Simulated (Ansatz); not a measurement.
# One structure, 3 elements: Si3C, Si3Sn, Si3Pb

Plane-wave DFT in Ansatz with scalar-relativistic PAW potentials, cutoff 420 eV, Γ-centred meshes chosen by cell and gap, Gaussian smearing with energies taken to zero width. Every cell was relaxed (cell and atoms) in a run of its own, within the symmetry of its start. Functional: PBE.

All members share space group Pm-3m and the same sites; only the element on one set of sites changes (C, Sn, Pb). Members needn't be the stable form of their composition. Energies over the elements, where given, are against the elements' standard states in the same functional (H₂, N₂, O₂ and halogens uncorrected, Hg as a solid). The first member:

Space group Pm-3m (No. 221). a = 3.676 Å, b = 3.676 Å, c = 3.676 Å, α = 90.00°, β = 90.00°, γ = 90.00°
```csv
atom,site,symmetry,x,y,z
Si,3c,4/mm.m,0.0000,0.5000,0.5000
C,1a,m-3m,0.0000,0.0000,0.0000
```

```csv
compound,V (Å³/atom),a (Å),energy over elements (eV/atom)
Si3C,12.42,3.676,1.428
Si3Pb,20.13,4.318,0.755
```

Task: Predict the member with Sn.

Result: V (Å³/atom) 18.47, a (Å) 4.196, energy over elements (eV/atom) 0.629. Interpolating linearly in period between C and Pb would give 18.20 Å³/atom (1.4 % too small), with 0.924 eV/atom over the elements. Over the whole series the volume grows at each step down the group; all are metallic on the mesh; none is bound against its elements in this structure, and Sn comes closest.

Spin-orbit coupling is left out, which matters for the bands of heavy elements. For Tl, Pb and Bi spin-orbit coupling shifts energies too.